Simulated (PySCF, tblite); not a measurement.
# C₄H₉S₂ radical: geometry, infrared bands and EPR parameters

What infrared bands and EPR parameters should C₄H₉S₂ radical (`C[CH]CSSC`) show?

Programs: tblite 0.8.0 and PySCF 2.14.0, with density-fitted response routines of our own. Each step states its level of theory. These are calculated values for one molecule in the gas phase, unless marked as measured. Atoms count from 0, in the outputs and in this text.

### Step 1. Starting geometry

15 atoms, charge 0, multiplicity 2; geometry from: force field or distance geometry start.

Bonds of the start (Å): C0–C1 1.52, C1–C2 1.51, C2–S3 1.79, S3–S4 2.12, S4–C5 1.79, C0–H6 1.09, C0–H7 1.11, C0–H8 1.11, C1–H9 1.11, C2–H10 1.12, C2–H11 1.11, C5–H12 1.13, C5–H13 1.11, C5–H14 1.10.

### Step 2. Optimising the geometry with GFN2-xTB

Job settings and geometry (Å):

```
{"job": {"kind": "relax", "xc": "GFN2-xTB", "basis": "xTB"}, "charge": 0, "multiplicity": 2}
C     -2.968700     0.003000     0.024100
C     -1.898300    -0.806400    -0.696500
C     -0.610700    -0.038900    -0.480700
S      0.838900    -0.766200    -1.234600
S      2.620200     0.332200    -0.921300
C      3.525200    -0.109400     0.560000
H     -3.726500    -0.685800     0.394200
H     -3.355600     0.761700    -0.694200
H     -2.484100     0.574500     0.840900
H     -1.812700    -1.811000    -0.224200
H     -0.439500     0.036200     0.624600
H     -0.767400     0.969000    -0.920400
H      3.583000     0.822300     1.204100
H      4.563700    -0.453700     0.360400
H      2.928000    -0.830900     1.141800
```

Started as:

```
$ OMP_NUM_THREADS=1 python probes_run.py task.json out
```

The driver reads the jobs from task.json and runs them one after another.

**Question.** This job is followed by: GFN2-xTB harmonic vibrations, gas phase; UKS B3LYP, pcH-1 on C H S, non-relativistic, mean-field spin-orbit, GIAO. What will the session give for the following? strongest single infrared mode (GFN2-xTB); zero-point energy (GFN2-xTB); g(iso) (B3LYP); ⟨S²⟩; largest a(iso); potential on the surface of density 0.002 e/bohr³, 1st and 99th percentile; property runs in this session.

As calculated:

| quantity | value |
| --- | --- |
| strongest single infrared mode (GFN2-xTB) | 2964 cm⁻¹, 57 km/mol |
| zero-point energy (GFN2-xTB) | 73.5 kcal/mol |
| g(iso) (B3LYP) | 2.02957 |
| ⟨S²⟩ | 0.753 (exact 0.75) |
| largest a(iso) | 1H on H14, 24.6 MHz |
| potential on the surface of density 0.002 e/bohr³, 1st and 99th percentile | -0.94 V and 1.14 V |
| property runs in this session | 1, of which 0 failed and 1 gave unsound results |

Over 165 steps the energy fell by 1.725 eV; of the close pairs, C2–S3 changed most, 1.788 to 4.187 Å. The frame itself reshapes: C2···S3 goes from 1.79 to 4.19 Å. All 39 modes are real, so the xTB geometry is a minimum. The strongest single mode, at 2964 cm⁻¹, moves mainly H7. Unscaled tight-binding wavenumbers are off by several per cent, some by more. Its intensities can rank the bands wrongly. The structure rearranged or came apart on optimisation; the results belong to the end geometry, not to the formula as drawn. The largest share of the spin, 0.61 e, sits on S3. The isotropic g lies 27.3 ppt above the free-electron value. These values are not to be trusted: the run shows nearly degenerate orbitals, where second-order g theory doesn't apply. These values are for one conformer; the search (at its own cheap level) found 2 more, at 0.29, 0.68 kcal/mol, and measured spectra average over such forms.
